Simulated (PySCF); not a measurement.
Species: C3H2FPS.
SMILES: `Fc1cscp1`

Computed, not measured: MP2 and CCSD/aug-cc-pVDZ in PySCF, restricted Hartree–Fock reference, 14 core orbitals frozen, non-relativistic, gas phase, PBE0-D3(BJ)/def2-SVP geometry.

E(HF) = -952.45837 Eh.

(1) How large is the problem?

(2) What are the MP2 and CCSD correlation energies?

(3) What is the T1 diagnostic?

(4) How does correlation change the dipole moment?

## Answers

(1) 164 basis functions and 60 electrons; 14 orbitals frozen, which leaves o = 16 correlated occupied and v = 134 virtual orbitals. That is o·v = 2144 singles and o·v(o·v + 1)/2 = 2299440 distinct closed-shell doubles amplitudes before symmetry; the costliest CCSD step grows as o²v⁴ = 8.3 × 10^10.

(2) MP2 -0.8738 Eh and CCSD -0.9004 Eh, which gives totals of -953.33214 and -953.35879 Eh. That is 0.766 eV for each correlated electron at CCSD (2364 kJ/mol in all, 0.094 % of the total energy); MP2 gives 97.0 % of the CCSD value.

(3) 0.0152, below the customary warning level of 0.02. It is the norm of the spatial-orbital singles amplitudes over the root of the number of correlated electrons, so the norm is 0.086.

(4) HF gives 1.99 D and CCSD (unrelaxed density) 1.84 D, a change of -0.15 D.

Connected triples and the basis-set limit are missing.

The job also held the EOM ionisation roots. Time: 6.9 min of wall time; peak memory 2.9 GiB. Hardware: one thread, Arm Neoverse V2 (aarch64), shared host.
